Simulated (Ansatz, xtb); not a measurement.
**H2O2P+: which of two structures lies lower**

We compare a, `[H]/[O+]=P\O`, a singlet, with b, a singlet given by its coordinates. Both are isolated ions in the gas phase, relaxed with B3LYP-D4/def2-TZVP; the shapes shown needn't be the lowest conformers.

a (Å):

```yaml
atoms:
  - { symbol: O, position_ang: [-0.9834, 0.7646, 0.4975] }
  - { symbol: O, position_ang: [0.2443, -0.4016, 2.2450] }
  - { symbol: P, position_ang: [-0.0482, -0.4614, 0.7346] }
  - { symbol: H, position_ang: [-1.3282, 0.9685, -0.3922] }
  - { symbol: H, position_ang: [-0.0962, 0.2648, 2.8746] }
```

b (Å):

```xyz
5

O     1.4408    0.5165   -0.5215
O    -0.9404   -0.2052    0.3877
P     0.4482    1.1900    0.2722
H    -0.8110   -1.0696   -0.0463
H    -1.7984   -0.1563    0.8469
```

Close contacts (Å): O1–P3 1.44, O2–P3 1.97, O2–H4 0.98, O2–H5 0.97.

Question: Estimate E(b) − E(a) at the level CCSD(T)/def2-TZVPP.

Answer: Calculated at CCSD(T)/def2-TZVPP: E(b) − E(a) = +18.5 kcal/mol, so structure a lies lower.

Level by level:

```tsv
level	geometry	E(b) − E(a) (kcal/mol)	departure from the last row (kcal/mol)	job, with rough time for the two
GFN2-xTB	GFN2-xTB	+19.4	+1.0	optimisation, 0.096 s
HF/STO-3G	GFN2-xTB	+11.1	−7.4	single point, 0.12 s
r2SCAN-D4/def2-SVP	GFN2-xTB	+17.4	−1.1	single point, 0.78 s
B3LYP-D4/def2-TZVP	B3LYP-D4/def2-TZVP	+18.9	+0.4	optimisation, 8.4 s
HF/def2-TZVPP	B3LYP-D4/def2-TZVP	+26.5	+8.1	part of the CCSD(T) run
MP2/def2-TZVPP	B3LYP-D4/def2-TZVP	+16.5	−2.0	part of the CCSD(T) run
CCSD(T)/def2-TZVPP	B3LYP-D4/def2-TZVP	+18.5		single point, 7.8 s
```

None of the levels shown reverses the order. The largest departure from CCSD(T)/def2-TZVPP is that of HF/def2-TZVPP, 8.1 kcal/mol.

With harmonic frequencies from B3LYP-D4/def2-TZVP (ideal gas, rigid rotor, one conformer each, 400 K, 1 atm): on the last row, ΔE + ΔZPE = +17.9, ΔH = +18.6, ΔG = +16.7 kcal/mol.

The correlated steps freeze 7 core orbitals. Run with Ansatz 0.2.0, xtb 6.7.1; the last row on 2 threads of Intel(R) Xeon(R) 6975P-C (Granite Rapids) on a shared host.
